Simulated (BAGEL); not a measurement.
# HNCO (isocyanic acid): HF/3-21G (density fitting with qzvpp-jkfit)

What is the vertical singlet–triplet gap of HNCO (isocyanic acid) at HF/3-21G (density fitting with qzvpp-jkfit)? 

The results are computed with BAGEL 1.2.2.

1 further run of the same task is left out (it didn't finish).

## Step 1: The structure to begin with

The species is HNCO (4 atoms), meant as a singlet with charge 0. SMILES: `N=C=O`. Geometry: relaxed at PBE0-D4/def2-TZVP.

Bond lengths: N1–C2 1.208 Å, C2–O3 1.161 Å, N1–H4 1.004 Å. Angles: N1–C2–O3 173.0°, C2–N1–H4 125.4°.

## Step 2: The energy at HF/3-21G (density fitting with qzvpp-jkfit)

File input.json:

```json
{ "bagel": [

{
  "title": "molecule",
  "basis": "3-21g",
  "df_basis": "qzvpp-jkfit",
  "angstrom": true,
  "geometry": [
    { "atom": "N", "xyz": [       0.505000,      -0.390800,      -0.422600 ] },
    { "atom": "C", "xyz": [      -0.462300,       0.160800,       0.046400 ] },
    { "atom": "O", "xyz": [      -1.461800,       0.645200,       0.383400 ] },
    { "atom": "H", "xyz": [       1.419000,      -0.415200,      -0.007200 ] }
  ]
},

{
  "title": "hf"
},

{
  "title": "print",
  "file": "orbitals.molden",
  "orbitals": true
}

]}
```

The run is started by

```bash
$ BAGEL_NUM_THREADS=1 BAGEL input.json > input.out
```

Log:

```text
* using 1 threads per process

  ===============================================================
  ===============================================================

  *** Geometry ***

  { "atom" : "N", "xyz" : [      0.954312,     -0.738505,     -0.798598 ] },
  { "atom" : "C", "xyz" : [     -0.873620,      0.303868,      0.087683 ] },
  { "atom" : "O", "xyz" : [     -2.762402,      1.219251,      0.724521 ] },
  { "atom" : "H", "xyz" : [      2.681521,     -0.784614,     -0.013606 ] },

  Number of auxiliary basis functions:      247

  Since a DF basis is specified, we compute 2- and 3-index integrals:
    o Being stored without compression. Storage requirement is 0.002 GB

  Number of basis functions:       29
  Number of electrons      :       22

    * METHOD: MOLECULE                             0.04

  *** RHF ***

  === Nuclear Repulsion ===
    59.4805940694

      * DIIS with orbital gradients will be used.

  === RHF iteration (3-21g) ===
      0       -166.69033699          0.04409943           0.00
      1       -166.76393094          0.02921772           0.00
      2       -166.80649256          0.00264441           0.00
      3       -166.80697384          0.00181096           0.00
      4       -166.80720828          0.00035989           0.00
      5       -166.80724032          0.00016134           0.00
      6       -166.80725056          0.00006496           0.00
      7       -166.80725239          0.00001998           0.00
      8       -166.80725253          0.00000830           0.00
      9       -166.80725254          0.00000331           0.00
     10       -166.80725254          0.00000166           0.00
     11       -166.80725254          0.00000043           0.00
     12       -166.80725254          0.00000011           0.00
     13       -166.80725254          0.00000003           0.00
     14       -166.80725254          0.00000002           0.00
     15       -166.80725254          0.00000001           0.00
    * SCF iteration converged.

    * Permanent dipole moment:
           (   -0.964571,     0.050102,    -0.396128) a.u.

    * METHOD: HF                                   0.10

    * METHOD: PRINT                                0.00

  ===============================================================
```

It took 0.26 s on 1 thread of Arm Neoverse V1, shared host.

## Step 3: The triplet, same level

File hf.json:

```json
{ "bagel": [

{
  "title": "molecule",
  "basis": "3-21g",
  "df_basis": "qzvpp-jkfit",
  "angstrom": true,
  "geometry": [
    { "atom": "N", "xyz": [       0.505000,      -0.390800,      -0.422600 ] },
    { "atom": "C", "xyz": [      -0.462300,       0.160800,       0.046400 ] },
    { "atom": "O", "xyz": [      -1.461800,       0.645200,       0.383400 ] },
    { "atom": "H", "xyz": [       1.419000,      -0.415200,      -0.007200 ] }
  ]
},

{
  "title": "uhf",
  "nopen": 2
},

{
  "title": "print",
  "file": "orbitals.molden",
  "orbitals": true
}

]}
```

The run is started by

```bash
$ BAGEL_NUM_THREADS=1 BAGEL hf.json > hf.out
```

Log:

```text
* using 1 threads per process

  ===============================================================
  ===============================================================

  *** Geometry ***

  { "atom" : "N", "xyz" : [      0.954312,     -0.738505,     -0.798598 ] },
  { "atom" : "C", "xyz" : [     -0.873620,      0.303868,      0.087683 ] },
  { "atom" : "O", "xyz" : [     -2.762402,      1.219251,      0.724521 ] },
  { "atom" : "H", "xyz" : [      2.681521,     -0.784614,     -0.013606 ] },

  Number of auxiliary basis functions:      247

  Since a DF basis is specified, we compute 2- and 3-index integrals:
    o Being stored without compression. Storage requirement is 0.002 GB

  Number of basis functions:       29
  Number of electrons      :       22

    * METHOD: MOLECULE                             0.04

  *** Open-shell HF ***

  === Nuclear Repulsion ===
    59.4805940694

      * DIIS with orbital gradients will be used.

  === UHF iteration (3-21g) ===
      0       -166.51670252          0.06124727           0.01
      1       -166.57582488          0.04459517           0.01
      2       -166.59386909          0.03319155           0.01
      3       -166.61152001          0.00297191           0.01
      4       -166.61348808          0.00193068           0.01
      5       -166.61469378          0.00149256           0.01
      6       -166.61593793          0.00082853           0.01
      7       -166.61623660          0.00033219           0.01
      8       -166.61626590          0.00013605           0.01
      9       -166.61627301          0.00006243           0.01
     10       -166.61627441          0.00003817           0.01
     11       -166.61627496          0.00002106           0.01
     12       -166.61627521          0.00001053           0.01
     13       -166.61627527          0.00000554           0.01
     14       -166.61627528          0.00000355           0.01
     15       -166.61627528          0.00000188           0.01
     16       -166.61627528          0.00000061           0.01
     17       -166.61627528          0.00000024           0.01
     18       -166.61627528          0.00000016           0.01
     19       -166.61627528          0.00000011           0.01
     20       -166.61627528          0.00000010           0.01
     21       -166.61627528          0.00000010           0.01
     22       -166.61627528          0.00000009           0.01
     23       -166.61627528          0.00000009           0.01
     24       -166.61627528          0.00000008           0.01
     25       -166.61627528          0.00000008           0.01
     26       -166.61627528          0.00000007           0.01
     27       -166.61627528          0.00000005           0.01
     28       -166.61627528          0.00000005           0.01
     29       -166.61627528          0.00000004           0.01
     30       -166.61627528          0.00000003           0.01
     31       -166.61627528          0.00000002           0.01
     32       -166.61627528          0.00000001           0.01
     33       -166.61627528          0.00000001           0.01
    * SCF iteration converged.

    * S^2 (UHF) is 2.1212

    * Permanent dipole moment:
           (   -0.818594,     0.109484,    -0.220572) a.u.

    * METHOD: UHF                                  0.26

    * METHOD: PRINT                                0.00

  ===============================================================
```

It took 0.44 s on 1 thread of Arm Neoverse V1, shared host.

## Step 4: Outcome

Level: HF/3-21G (density fitting with qzvpp-jkfit).

```
                                        quantity          value
                           singlet: total energy  -166.80725 Eh
                          singlet: dipole moment         2.65 D
                            singlet: HOMO energy      -11.82 eV
                            singlet: LUMO energy        4.82 eV
                          singlet: HOMO–LUMO gap       16.63 eV
                           triplet: total energy  -166.61628 Eh
                          triplet: dipole moment         2.17 D
                                   triplet: ⟨S²⟩          2.121
vertical energy of the triplet above the singlet       5.197 eV
```

What this shows: At this shape the triplet lies 5.20 eV (120 kcal/mol) above the singlet. ⟨S²⟩ (triplet) is 2.12 where a pure triplet has 2.00: the reference is spin-contaminated.
